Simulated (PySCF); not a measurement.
Cost against size for one kind of job: PySCF 2.14.0, PBE0-D3(BJ)/def2-SVP geometry optimisation, gas phase; work: geometry optimisation from a GFN2-xTB start shaken at random. Hardware: Arm Neoverse V1, one thread, shared host. The host was shared with other jobs, so the times are rough. Peak memory is the resident size of the whole Python process, interpreter and libraries included.

```json
{"species (SMILES)": "C#CCCl", "atoms": "7", "electrons": "38", "basis functions": "75", "SCF cycles": "42", "gradient evaluations": "6", "wall time": "?", "peak memory": "?"}
{"species (SMILES)": "B[C@H]1[SiH2]C1=C", "atoms": "12", "electrons": "44", "basis functions": "109", "SCF cycles": "73", "gradient evaluations": "11", "wall time": "?", "peak memory": "?"}
{"species (SMILES)": "B[SiH2]C=C=C", "atoms": "12", "electrons": "44", "basis functions": "109", "SCF cycles": "101", "gradient evaluations": "15", "wall time": "56 s", "peak memory": "0.45 GiB"}
{"species (SMILES)": "F[CH2][GeH2][Br]", "atoms": "8", "electrons": "86", "basis functions": "112", "SCF cycles": "38", "gradient evaluations": "6", "wall time": "37 s", "peak memory": "0.44 GiB"}
{"species (SMILES)": "C=NC[CH2][GeH3]", "atoms": "14", "electrons": "66", "basis functions": "133", "SCF cycles": "65", "gradient evaluations": "10", "wall time": "71 s", "peak memory": "0.52 GiB"}
{"species (SMILES)": "C=CN1NCC[C@@H]1C", "atoms": "20", "electrons": "62", "basis functions": "172", "SCF cycles": "52", "gradient evaluations": "8", "wall time": "1.9 min", "peak memory": "0.81 GiB"}
```

**Question.** Estimate the withheld figures.

**Answer.** `C#CCCl`: 9.4 s, 0.32 GiB; `B[C@H]1[SiH2]C1=C`: 47 s, 0.46 GiB.

**Question.** With all rows, how does the wall time grow with the number of basis functions N?

**Answer.** A straight line through log(time) against log(N) has slope 3.0 between N = 75 and 172, and the rows scatter about it by a factor of about 1.3 (standard error of the fit). This is a fit to these rows, whose iteration counts differ, not the method's formal scaling.

**Question.** Which species took longest, and how many times the shortest run?

**Answer.** `C=CN1NCC[C@@H]1C`, at 1.9 min: about 12 times the shortest (9.4 s).
